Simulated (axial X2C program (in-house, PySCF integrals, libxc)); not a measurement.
**Levels of PH⁺ by electron attachment to PH²⁺ (EOM-EA-CCSD)**

Calculated with an in-house all-electron X2C program for linear molecules (integrals from PySCF): two-component X2C with atomic mean-field Coulomb and Gaunt terms, Gaussian nuclei, basis P dyall-av3z, H dyall-av3z with contracted cores.

R = 1.569 Å (1.090 times 1.439 Å, the PBE0 minimum at charge 1 for the lowest determinant).

Levels of PH⁺ obtained by attaching an electron to PH²⁺:

```
  Ω  binding energy (eV)  above lowest (cm⁻¹)               attached spinor  one-particle weight
1/2               18.801                    0    86% P pπ, 7% H pπ, 6% H dπ                 0.95
3/2               18.762                  311    86% P pπ, 7% H pπ, 6% H dπ                 0.95
1/2               12.248                52852  35% P dσ, 23% H sσ, 19% P pσ                 0.91
```

Take the first Ω = 1/2 and Ω = 3/2 rows of π character: how far apart are they, and which lies lower?

E(3/2) − E(1/2) = 311 − 0 = 311 cm⁻¹ at EOM-EA-CCSD: regular, Ω = 1/2 lower. Splittings at this level can be off by ten to twenty per cent.

This point took 4.2 s on 1 thread of Intel(R) Xeon(R) Processor @ 2.30GHz (shared host).

Reference electrons by ω block (each with its −ω partner): 1/2: 6, 3/2: 1. 4 electrons of PH²⁺ correlated (inner shells frozen), 92 natural virtual spinors (a truncated set); levels can be off by some tenths of an eV. Roots sought by Ω: (1/2: 5, 3/2: 4, 5/2: 2, 7/2: 1); the list ends where they run out and leaves out roots under 60 % one-particle weight. The solver can skip a root, and states that need a further excitation, which the method places far too high, are missing though they may lie low or lowest. T1 of the reference 0.011 (Lee–Taylor). The reference was not checked to be the lowest state of its species. Number of frozen shells: P 2 s, 1 p; H none.
